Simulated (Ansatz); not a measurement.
`Cl[Si]Cl` + H–F → `F[Si]Cl` + HCl at 500 K and 1 bar (ligand exchange at the Si–Cl bond).

Computed with Ansatz on PBE0-D4/def2-TZVP structures; ΔE is electronic, products minus reactants. CBS: def2 TZ/QZ extrapolation, frozen cores.

```csv
species,CCSD(T)/CBS energy (Eh),H − E (kJ/mol),S (J/(mol·K))
`Cl[Si]Cl`,-1208.69447,30.7,309.5
H–F,-100.39431,39.4,188.7
`F[Si]Cl`,-848.72277,32.0,301.6
HCl,-460.38167,32.5,201.9
```

H − E and S are ideal-gas, rigid-rotor, harmonic terms from PBE0-D4/def2-TZVP. 1 Eh = 2625.50 kJ/mol, R = 8.31446 J/(mol·K).

Q: By hand: ΔE, ΔH, ΔS and ΔG.

A: ΔE = (-848.72277) + (-460.38167) − (-1208.69447) − (-100.39431) = -0.01566 Eh = -41.1 kJ/mol. Δ(H − E) = 32.0 + 32.5 − 30.7 − 39.4 = -5.6, so ΔH = -46.7 kJ/mol. ΔS = 301.6 + 201.9 − 309.5 − 188.7 = 5.3 J/(mol·K). ΔG = -46.7 − 500 × (5.3)/1000 = -49.4 kJ/mol.

Q: By hand: the equilibrium constant, and the temperature at which ΔG would vanish if ΔH and ΔS stayed fixed.

A: log₁₀ K = −ΔG/(RT ln 10) = 5.2. ΔH and −TΔS have one sign here, so there is no such temperature. One of them is within its doubt of zero, so this could turn.

The number of gas molecules stays the same, so ΔS is small and ΔH decides. A doubt of 5 kJ/mol in ΔE shifts log₁₀ K by 0.5 here. These are equilibria of isolated gas molecules and say nothing of rates. Largest T1 diagnostic: 0.014 (customary marks: 0.02 for closed shells, 0.045 for open ones).
